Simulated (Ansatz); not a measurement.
CCSD(T) forces

CH₃ (SMILES [CH3]), doublet, displaced at random from its PBE0-D4/def2-TZVP minimum.

```json
{"atom": "C1", "x (Å)": "0.0047", "y (Å)": "0.0197", "z (Å)": "0.0113"}
{"atom": "H2", "x (Å)": "0.0872", "y (Å)": "0.8995", "z (Å)": "0.5842"}
{"atom": "H3", "x (Å)": "-0.8839", "y (Å)": "-0.1860", "z (Å)": "-0.6554"}
{"atom": "H4", "x (Å)": "0.8315", "y (Å)": "-0.7826", "z (Å)": "-0.0162"}
```

Program: Ansatz 0.2.0. Basis: def2-TZVPP. Cores are frozen in the correlated methods; orbitals are unrestricted.

CCSD(T) forces from the calculation:
```tsv
atom	Fx	Fy	Fz (eV/Å)
C1	0.168	-2.858	-1.732
H2	0.097	0.768	0.520
H3	1.134	0.476	0.995
H4	-1.400	1.614	0.217
```

Q: Which atom feels the largest CCSD(T) force, and how large is it?

A: C1, 3.35 eV/Å, along (0.05, -0.85, -0.52).

Root-mean-square difference of the force components from those of CCSD(T): PBE-D4 0.137; r2SCAN-D4 0.010; PBE0-D4 0.014; wB97M-V 0.034 eV/Å.

The T1 diagnostic stays at or below 0.010. ⟨S²⟩ of the unrestricted Hartree–Fock references: 0.76 (a pure state has 0.75).

For scale, one of the runs: CCSD(T)/def2-TZVPP forces, 73 basis functions (an equivalent command: `ansatz run in.yaml --threads 2`). The run took about 4.5 s on 2 CPU threads (shared host).
